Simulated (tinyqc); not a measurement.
A ladder of methods, and size consistency: correlation methods against full CI in the sto-6g basis, for H2O, spin multiplicity 1. Computed by the program tinyqc with PySCF. 

Geometry (angstrom):
```
atom,x,y,z
O,0.0000,0.0000,0.0000
H,0.0000,0.7640,0.7290
H,0.0000,-0.7640,0.7290
```

RHF energy of one = -75.670602 hartree

All electrons correlated; +Q is the Davidson correction (1 - c0^2) E_corr. The last columns treat two copies 100 angstrom apart as one system. FCI is the lowest singlet.

Correlation energies (hartree):
```
method,E_corr of one,share of FCI (%),E_corr of two at 100 angstrom,two minus twice one (mhartree)
MP2,-0.047144,70.9679,-0.094288,0.0000
CISD,-0.064997,97.8425,-0.125264,4.7293
CISD+Q,-0.067548,101.6839,-0.134042,1.0548
CCSD,-0.066251,99.7308,-0.132502,0.0000
CCSD(T),-0.066329,99.8480,-0.132658,0.0000
FCI,-0.066430,100.0000,-,-
```

MP2 recovers 71 %, CISD 97.8 % and CCSD 99.7 % of the FCI value (c0^2 = 0.961 in CISD). MP2 and coupled cluster are size consistent, so their last column vanishes; CISD loses 4.73 mhartree, since a double excitation on each copy is a quadruple of the pair, and the Davidson correction leaves +1.05.
